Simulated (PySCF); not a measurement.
Field gradients at the hydrogen positions

Species: 2-fluoroethanol, C2H5FO.
Atom-mapped SMILES: `[OH:1][CH2:2][CH2:3][F:4]` (hydrogens: H5 on O1; H6, H7 on C2; H8, H9 on C3)

Structure used (PBE0-D3(BJ)/def2-SVP), in Å, numbered top down from 1:
```
atom  x, y, z in Å
O1    -1.3522    0.8263   -0.0035
C2    -0.5769   -0.2997    0.2811
C3     0.7877   -0.2065   -0.3523
F4     1.4191    0.9198    0.1366
H5    -0.8254    1.5933    0.2510
H6    -1.1012   -1.1835   -0.1177
H7    -0.4555   -0.4583    1.3726
H8     1.4049   -1.0914   -0.1210
H9     0.6994   -0.1001   -1.4468
```

Level: PBE0/pcSseg-1 (PySCF, non-relativistic); Q(2H) = 0.00286 b; rigid geometry, the same for H and D, with no vibrational averaging.

Question: Rank these positions by the coupling χzz of a deuteron there, largest first.
A. H5 (hydroxyl hydrogen)
B. H9 (methylene hydrogen)
C. H7 (methylene hydrogen)

Answer: A (306 kHz), B (183 kHz), C (179 kHz).

Question: Give the electric field gradient Vzz (the principal value of largest size), its asymmetry and the 2H coupling at each hydrogen.

Answer: 
```tsv
atom	bonded to	bond length (Å)	Vzz (au)	η	χzz (kHz)
H5	O1	0.965	0.4561	0.15	306
H6	C2	1.102	0.2781	0.06	187
H7	C2	1.110	0.2663	0.06	179
H8	C3	1.103	0.2739	0.08	184
H9	C3	1.103	0.2729	0.09	183
```

Question: Average by the element that carries the hydrogen.

Answer: on O: 306 kHz over 1 position, mean bond length 0.965 Å; on C: 183 kHz over 4 positions, mean bond length 1.105 Å.

Question: Give the 2H NMR doublet splittings at H7 for a magnetic field along the z, y and x axes of the gradient: 3χ/2, 3χ(1 + η)/4, 3χ(1 − η)/4.

Answer: With |χ| = 178.9 kHz and η = 0.064: 268, 143 and 126 kHz, to first order and without motion.

Geometry: PBE0-D3(BJ)/def2-SVP, one conformer, isolated molecule. The basis is small and wasn't made for field gradients, so the couplings can be 20 % off.

The run behind these numbers computed NMR shieldings as well. Hardware: an Arm Neoverse V2 with one thread, on a shared host. Cost: 4.3 s of wall time.
